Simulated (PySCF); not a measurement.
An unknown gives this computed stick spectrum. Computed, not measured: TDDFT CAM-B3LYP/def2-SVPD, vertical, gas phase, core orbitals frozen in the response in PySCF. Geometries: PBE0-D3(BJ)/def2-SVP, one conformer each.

```csv
state,E (eV),f
S1,5.41,0.0013
S2,6.06,0.027
S3,6.83,0.411
S4,6.93,0.419
S5,7.10,0.210
S6,7.18,0.074
S7,7.20,0.067
S8,7.44,0.043
S9,7.53,0.018
S10,7.73,0.032
```

Triplets computed (Tamm–Dancoff): 4.06, 4.76, 4.77, 5.16 eV.

Problem. Which candidate is it? All have the formula C8H10O.
A. `COc1ccc(C)cc1`
B. `CCc1cccc(O)c1`
C. `Cc1ccc(O)c(C)c1`
D. `C(=C)C(=O)[C@@H](C#C)CC`
E. `C[C@@H](O)c1ccccc1`

Solution. E. Its S1, at 5.41 eV, is the highest among the candidates; the nearest of the others has S1 at 5.15 eV. S1 is HOMO→LUMO+1 (38%), HOMO-1→LUMO (30%), HOMO→LUMO (16%). Löwdin shares by element: HOMO carbon 66% or more (atoms not listed hold the other 34%); LUMO carbon 61% or more (atoms not listed hold the other 39%). At the same level the other candidates give, for their lowest levels:
- `CCc1cccc(O)c1`: 5.15 eV (f 0.033); 5.90 eV (f 0.019); 5.96 eV (f 0.000); 6.72 eV (f 0.114); 6.78 eV (f 0.458); T1 4.00 eV; HOMO -7.67, LUMO 0.80 eV
- `COc1ccc(C)cc1`: 5.03 eV (f 0.035); 5.82 eV (f 0.125); 6.21 eV (f 0.008); 6.66 eV (f 0.007); 6.82 eV (f 0.137); HOMO -7.39, LUMO 0.83 eV
- `Cc1ccc(O)c(C)c1`: 5.02 eV (f 0.047); 5.72 eV (f 0.000); 5.82 eV (f 0.044); 6.41 eV (f 0.000); 6.69 eV (f 0.003); T1 3.91 eV; HOMO -7.37, LUMO 0.88 eV
- `C#C[C@@H](CC)C(=O)C=C`: 3.87 eV (f 0.001); 5.87 eV (f 0.072); 5.95 eV (f 0.229); 6.28 eV (f 0.020); 6.49 eV (f 0.001); HOMO -8.76, LUMO -0.72 eV

Shape of the structure used: `[CH3:1][C@@H:2]([OH:3])[c:4]1[cH:5][cH:6][cH:7][cH:8][cH:9]1`: C1–C2–C4–C5 34°, H–O3–C2–C1 65°.
